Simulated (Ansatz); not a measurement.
hcp Os, treated with RPBE (Ansatz, a program for electronic structure, PAW).

Settings: plane-wave cutoff 520 eV, 24×24×14 k mesh (along the axes of the cell as run), Fermi–Dirac smearing 0.05 eV, no spin polarisation, scalar-relativistic PAW data made under PBE.

Shape and atoms are relaxed at each volume.

Pressure at four volumes; x = ln(V/14.422 Å³). One pressure is withheld.

```
V (Å³/atom)        x  P (GPa)
-----------  -------  -------
13.845       -0.0408        ?
14.133       -0.0202     8.14
14.422        0.0000     0.01
14.999        0.0392   -13.64
```

Question: Pass a parabola P(x) through the three rows shown, estimate the bulk modulus and its pressure derivative near zero pressure, and predict the withheld pressure.

Answer: Slopes between the rows: (0.01 − (8.14))/(0.0000 − (-0.0202)) = -402.48 and (-13.64 − (0.01))/(0.0392 − (0.0000)) = -348.21 GPa. Their difference over the span 0.0594 is c = 54.27/0.0594 = 913.6 GPa, so P(x) = 8.14 + (-402.48)(x − (-0.0202)) + 913.6 (x − (-0.0202))(x − (0.0000)). At the middle row B = −dP/dx = −[-402.48 + 913.6 × 0.0202] = 384.0 GPa, and B′ = dB/dP = 2c/B = 4.8. At x = -0.0408 the parabola gives 17.20 GPa; the run gives 17.26 GPa. The Birch–Murnaghan fit to the energies at all volumes has B0 = 383 GPa and B′ = 4.8.

Measured, for comparison: bulk modulus 425 GPa (zero-point energy and finite temperature contributions removed; as tabulated in doi:10.1021/acs.jctc.3c00612). Computed (rounded) less measured: bulk modulus -10 %.

Note: the bulk modulus comes from volumes at which shape and atoms were relaxed.

Spin–orbit coupling is not included.
